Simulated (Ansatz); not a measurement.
Results of HSE06 (Ansatz, a first-principles code, plane waves, PAW) for hcp Hf.

Settings: plane-wave cutoff 520 eV, 12×12×6 k mesh (along the axes of the cell as run), Fermi–Dirac smearing 0.05 eV, scalar-relativistic PAW data made under PBE.

Starting structure:

```yaml
crystal:
  lattice:
    - [3.19000, 0.00000, 0.00000]
    - [-1.59500, 2.76262, 0.00000]
    - [0.00000, 0.00000, 5.05000]
  atoms:
    - { symbol: Hf, position: [0.66667, 0.33333, 0.75000] }
    - { symbol: Hf, position: [0.33333, 0.66667, 0.25000] }
```

Problem. Into what structure does the relaxation of cell and atoms lead at this level, with the symmetry of the start kept?

Solution. The volume increases by 2.3 %; final space group P6_3/mmc.
```yaml
crystal:
  lattice:
    - [3.22019, 0.00000, 0.00000]
    - [-1.61010, 2.78877, 0.00000]
    - [0.00000, 0.00000, 5.07151]
  atoms:
    - { symbol: Hf, position: [0.66667, 0.33333, 0.75000] }
    - { symbol: Hf, position: [0.33333, 0.66667, 0.25000] }
```
